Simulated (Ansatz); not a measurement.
A nudged elastic band was laid between two geometries of BClFH + H2 (6 atoms, charge 0, multiplicity 1).

Level of theory: Ansatz, RKS B3LYP/def2-SVP.

```
movable images  : 5
climbing image  : yes
spring          : 5.0 eV/Å²
optimiser       : quadratic models (default)
start path      : through a guess of the saddle point
force threshold : 0.05 eV/Å
iteration limit : 60
end points      : relaxed
```

First end point:

```xyz
6
Properties=species:S:1:pos:R:3
B -0.024 0.563 0.133
Cl -0.080 1.021 1.826
H 1.022 0.426 -0.438
F -1.154 0.376 -0.511
H 0.033 -2.673 0.550
H 0.209 -2.384 1.231
```

Last end point:

```xyz
6
Properties=species:S:1:pos:R:3
B 0.059 -0.288 -0.536
Cl 0.224 -0.184 2.499
H 0.924 0.548 -0.630
F -1.200 0.101 -0.652
H 0.271 -1.472 -0.426
H -0.273 -1.376 2.536
```

Q: Which bonds break or form, and what moves?

A: Bonds broken: B1–Cl2, H5–H6. Bonds formed: B1–H5, Cl2–H6. BClFH + H2 becomes BFH2 + ClH.

Q: What energy profile does the band end with?

A: The forces met the threshold. The highest image is number 3 of 0 to 6, 1.50 eV above the first end and 0.71 eV above the last; the last end lies 0.78 eV above the first. A vibrational analysis at the climbing image gives one clearly imaginary mode, 891i cm⁻¹: a first-order saddle point. The orbitals stay closed-shell, which can raise the energy where a bond breaks towards radicals; this wasn't checked here.

| image | path coordinate (Å) | energy (eV) | B1–Cl2 (Å) | H5–H6 (Å) | B1–H5 (Å) |
| --- | --- | --- | --- | --- | --- |
| 0 | 0.00 | 0.00 | 1.75 | 0.76 | 3.26 |
| 1 | 0.76 | 0.05 | 1.76 | 0.76 | 2.59 |
| 2 | 1.53 | 0.46 | 1.81 | 0.77 | 1.90 |
| 3 | 2.29 | 1.50 | 2.15 | 1.07 | 1.31 |
| 4 | 2.95 | 0.94 | 2.70 | 1.67 | 1.22 |
| 5 | 3.61 | 0.80 | 3.01 | 2.34 | 1.21 |
| 6 | 4.27 | 0.78 | 3.04 | 3.01 | 1.21 |

Q: What is the geometry of the highest image?

A: 
```xyz
6
Properties=species:S:1:pos:R:3
B 0.010 -0.279 0.027
Cl 0.019 0.111 2.141
H 1.054 0.135 -0.389
F -1.168 0.075 -0.473
H 0.074 -1.572 0.255
H 0.016 -1.142 1.230
```

Q: What are the harmonic wavenumbers there?

A: 891i, 267, 558, 770, 946, 1037, 1095, 1285, 1399, 1624, 2147, 2689 cm⁻¹.

The run took 2.7 min on 1 thread of Intel(R) Xeon(R) Platinum 8488C (Sapphire Rapids) (shared host), peak memory 0.12 GiB.
